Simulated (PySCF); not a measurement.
## Static response to an electric field

Carbon monoxide, CO.
Geometry (GFN2-xTB, Å), atoms numbered from 1 in this order:
```
atom  x, y, z in Å
C1     0.5650   -0.0030   -0.0027
O2    -0.5623    0.0043   -0.0115
```

Level: B3LYP/def2-SVPD (PySCF), static field, nuclei fixed, core orbitals frozen in the response. The polarisability tensor in these axes (au):

```
x   15.20 -0.02  0.03
y   -0.02 11.90  0.00
z    0.03  0.00 11.90
```

**Question.** Diagonalise the tensor; give its mean and Δα, where Δα² is half the sum of the squared differences of the eigenvalues.

**Answer.** Principal values 11.90, 11.90 and 15.20 au; mean 13.00 au = 1.93 Å³ = 2.14 × 10⁻⁴⁰ C²·m²/J; Δα = 3.30 au (25 % of the mean).

**Question.** What is the dipole moment?

**Answer.** 0.12 D at this geometry.

**Question.** Find the Langevin capture rate constant for H3+ (3.023 u) meeting this molecule (27.995 u), k = 2.342 × 10⁻⁹ cm³/s × √(α in Å³ / reduced mass in u).

**Answer.** The reduced mass is 2.73 u, so k = 1.97 × 10⁻⁹ cm³/s.

**Question.** What would n − 1 = 2πNα be for an ideal gas of these molecules at 400 K and 1 atm, electronic part alone?

**Answer.** N = p/kT = 1.8347 × 10¹⁹ cm⁻³, so n − 1 = 2π × N × 1.93 × 10⁻²⁴ cm³ = 222 × 10⁻⁶ at long wavelengths.

**Question.** What depolarisation ratio follows for Rayleigh scattering of linearly polarised light, taking the static tensor?

**Answer.** ρ = 3Δα²/(45ᾱ² + 4Δα²) = 32.7/(7610 + 43.5) = 0.00427.

Isolated species at its GFN2-xTB geometry, gas phase.
